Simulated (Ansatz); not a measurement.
The first iterations of a band of FH3Si + H2O (8 atoms, charge 0, multiplicity 1).

Computed with RKS PBE0-D4/cc-pVDZ (Ansatz 0.2.0).

```json
{"movable images": "9", "climbing image": "yes", "spring": "5.0 eV/Å²", "optimiser": "quadratic models (default)", "start path": "through a guess of the saddle point", "force threshold": "0.2 eV/Å", "iteration limit": "60", "end points": "relaxed"}
```

Initial state:

```xyz
8
Properties=species:S:1:pos:R:3
Si 0.335 -0.083 -0.090
H 0.455 -0.762 1.233
H 1.697 0.330 -0.554
F -0.493 1.350 0.095
H -0.327 -0.918 -1.129
O -2.386 -0.451 0.804
H -2.309 -0.465 1.766
H -2.298 0.492 0.597
```

Final state:

```xyz
8
Properties=species:S:1:pos:R:3
Si -0.250 0.125 -0.840
H -0.876 -0.436 3.627
H 1.158 -0.103 -0.427
F -0.481 1.741 -1.039
H -0.629 -0.501 -2.141
O -1.191 -0.447 0.417
H -2.143 -0.448 0.260
H -0.914 -0.438 2.864
```

| iteration | highest image above the first end (eV) | largest band force component (eV/Å) |
| --- | --- | --- |
| 1 | 46.218 | 254.784 |
| 2 | 22.978 | 117.048 |
| 3 | 10.766 | 58.421 |
| 4 | 4.948 | 28.105 |
| 5 | 1.782 | 14.145 |
| 6 | 1.312 | 7.183 |
| 7 | 1.784 | 6.429 |

Question: Does the band converge within its limit, and where does its top end?

Answer: The run converged. It ended after 21 iterations with the highest image 1.376 eV above the first end. The threshold of 0.2 eV/Å is loose, so the images may lie well off the minimum-energy path. The profile has 2 maxima (images 1, 5) with wells between them (image 2): this band takes more than one step, which may be the mechanism or a detour left from its start path. Neighbouring images differ by up to 1.7 eV, so the band resolves the path poorly. The order of the point at the top wasn't checked. The orbitals stay closed-shell, which can raise the energy where a bond breaks towards radicals; this wasn't checked here.

The run took 7.2 min on 1 thread of Arm Neoverse V1 (shared host), peak memory 0.14 GiB.
